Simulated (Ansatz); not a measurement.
**Which is lower?**

Two relaxed structures of C2H6N (charge +1), closed shell (PBE0-D4/def2-TZVP; forces vanish, vibrations not checked).

A:

C1  (0.369, -0.907, 0.522)
C2  (0.322, 0.337, -0.235)
N3  (-0.756, 0.965, -0.523)
H4  (-1.665, 0.620, -0.232)
H5  (-0.742, 1.829, -1.054)
H6  (1.249, 0.784, -0.591)
H7  (1.011, -0.757, 1.399)
H8  (0.881, -1.664, -0.084)
H9  (-0.611, -1.270, 0.831)
(Å)

B:

C1  (-0.792, 0.959, -0.517)
C2  (0.355, 0.373, -0.259)
N3  (0.404, -0.887, 0.507)
H4  (-1.750, 0.566, -0.193)
H5  (-0.801, 1.883, -1.082)
H6  (1.334, 0.722, -0.558)
H7  (0.956, -0.784, 1.365)
H8  (0.829, -1.643, -0.039)
H9  (-0.536, -1.189, 0.777)
(Å)

Ansatz 0.2.0; basis: def2-TZVPP; cores frozen in the correlated methods. B3LYP uses VWN-RPA correlation.

Problem. Which structure is lower at CCSD(T), and by how much? (An estimate is asked for; the value comes from the calculation.)

Solution. The calculation gives: A, by 56.6 kJ/mol (electronic energy, against the other). By their contacts, A is C₂H₆N ([CH3][CH][NH2]), total charge +1 and B is C₂H₆N ([CH2][CH][NH3]), total charge +1.

All methods give the same order:

```json
{"method": "PBE-D4", "E(B) − E(A) (kJ/mol)": "66.0"}
{"method": "r2SCAN-D4", "E(B) − E(A) (kJ/mol)": "68.4"}
{"method": "PBE0-D4", "E(B) − E(A) (kJ/mol)": "66.1"}
{"method": "B3LYP-D4", "E(B) − E(A) (kJ/mol)": "65.4"}
{"method": "wB97M-V", "E(B) − E(A) (kJ/mol)": "63.0"}
{"method": "HF", "E(B) − E(A) (kJ/mol)": "73.7"}
{"method": "MP2", "E(B) − E(A) (kJ/mol)": "56.8"}
{"method": "CCSD", "E(B) − E(A) (kJ/mol)": "57.9"}
{"method": "CCSD(T)", "E(B) − E(A) (kJ/mol)": "56.6"}
```

No T1 diagnostic of these runs exceeds 0.014.

Labels in which every atom is bracketed show which atoms are joined, not bond orders.

For scale, one of the runs: CCSD(T)/def2-TZVPP, 177 basis functions, launched by `ansatz run in.yaml --threads 2 --pin off --events-out ev --progress --plain --max-ram 4352MiB`. Time: 32 s of wall clock on 2 CPU threads of an Arm Neoverse V1; the host was shared. Peak host memory: 1.7 GiB.
